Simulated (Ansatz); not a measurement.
Rock-salt LiCl, treated with PBE0 (Ansatz, a first-principles code, plane waves, PAW).

Total energies, extrapolated to zero smearing (they compare only within this program, potentials and cutoff; free atoms with spin allowed, lowest state found):

```tsv
system	energy (eV/atom)
rock-salt LiCl, relaxed	-644.4704
free Li atom	-203.2154
free Cl atom	-1078.9737
```

Q: Work out the cohesive energy per atom.

A: E_coh = [1 × (-203.2154) + 1 × (-1078.9737)]/2 − (-644.4704) = 3.38 eV/atom. The reference value is 3.59 eV/atom (measured, static lattice: zero-point vibration energy added; as tabulated in Mejia-Rodriguez and Trickey (2018), arXiv:1807.09216), a difference of -0.21 eV/atom.

The PAW data were made under PBE.
